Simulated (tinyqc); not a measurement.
Worked calculation (part 2 of 2): RHF in the sto-6g basis, for H2O, spin multiplicity 1. Computed by tinyqc, a small Python program that keeps every step (integrals from PySCF). Command: `OMP_NUM_THREADS=1 python tinyqc.py 21658 21659 out.jsonl` (the two numbers bound the seeds that draw the settings). One thread of a shared host (Intel(R) Xeon(R) Processor @ 2.60GHz), about 0.2 s of CPU time with the checks.

Geometry (angstrom):
```
atom         x          y         z
O     0.000000   0.000000  0.000000
H     0.000000   0.914000  0.669000
H     0.000000  -0.914000  0.669000
```

## Convergence

Stop when the energy changes by less than 1e-10 hartree and every element of the error matrix X^T (F D S - S D F) X is below 3e-06.

Course of the cycle:
```
iteration   E (hartree)     change  largest element of the error matrix
1          -75.18086616          -                             4.82e-01
2          -75.38053106  -2.00e-01                             2.89e-01
3          -75.49662913  -1.16e-01                             1.68e-01
4          -75.56210882  -6.55e-02                             1.08e-01
5          -75.59829950  -3.62e-02                             8.06e-02
6          -75.61803687  -1.97e-02                             5.93e-02
7          -75.62870841  -1.07e-02                             4.33e-02
8          -75.63444802  -5.74e-03                             3.14e-02
9          -75.63752687  -3.08e-03                             2.28e-02
10         -75.63917767  -1.65e-03                             1.66e-02
11         -75.64006406  -8.86e-04                             1.21e-02
12         -75.64054154  -4.77e-04                             8.82e-03
13         -75.64079999  -2.58e-04                             6.47e-03
14         -75.64094078  -1.41e-04                             4.77e-03
...                 ...        ...                                  ...
32         -75.64111708  -1.14e-08                             4.96e-05
33         -75.64111709  -7.12e-09                             3.94e-05
34         -75.64111709  -4.46e-09                             3.13e-05
35         -75.64111710  -2.79e-09                             2.48e-05
36         -75.64111710  -1.75e-09                             1.97e-05
37         -75.64111710  -1.10e-09                             1.56e-05
38         -75.64111710  -6.89e-10                             1.24e-05
39         -75.64111710  -4.32e-10                             9.85e-06
40         -75.64111710  -2.72e-10                             7.82e-06
41         -75.64111710  -1.71e-10                             6.20e-06
42         -75.64111710  -1.07e-10                             4.92e-06
43         -75.64111710  -6.75e-11                             3.90e-06
44         -75.64111710  -4.24e-11                             3.10e-06
45         -75.64111710  -2.67e-11                             2.46e-06
```

PySCF RHF in the same basis = -75.64111710 hartree

Converged in 45 iterations.

## Populations, bond orders and dipole

D after iteration 45, lower triangle:
```
            1O 1s      1O 2s    1O 2px     1O 2py    1O 2pz      2H 1s     3H 1s
1O 1s    2.106123
1O 2s   -0.459300   2.032173
1O 2px   0.000000   0.000000  2.000000
1O 2py   0.000000   0.000000  0.000000   0.732784
1O 2pz   0.094228  -0.547697  0.000000   0.000000  1.146104
2H 1s   -0.011950  -0.061058  0.000000   0.547163  0.528122   0.672650
3H 1s   -0.011950  -0.061058  0.000000  -0.547163  0.528122  -0.144474  0.672650
```

overlap S, lower triangle:
```
           1O 1s     1O 2s    1O 2px     1O 2py    1O 2pz     2H 1s     3H 1s
1O 1s   1.000000
1O 2s   0.231145  1.000000
1O 2px  0.000000  0.000000  1.000000
1O 2py  0.000000  0.000000  0.000000   1.000000
1O 2pz  0.000000  0.000000  0.000000   0.000000  1.000000
2H 1s   0.037005  0.369684  0.000000   0.264356  0.193495  1.000000
3H 1s   0.037005  0.369684  0.000000  -0.264356  0.193495  0.157251  1.000000
```

Mulliken: Z minus the diagonal of D S on the atom; Loewdin: the same with S^(1/2) D S^(1/2); Mayer order: 2 sum_s sum (D(s) S)_ij (D(s) S)_ji over the two atoms.

Charges (e):
```
atom   Mulliken    Loewdin
1O    -0.252496  -0.187859
2H     0.126248   0.093929
3H     0.126248   0.093929
```

Mayer bond orders:
```
pair     order
2-1   0.973210
3-1   0.973210
3-2   0.010852
```

dipole moment about the origin, x y z (debye): 0.000000  0.000000  1.511364
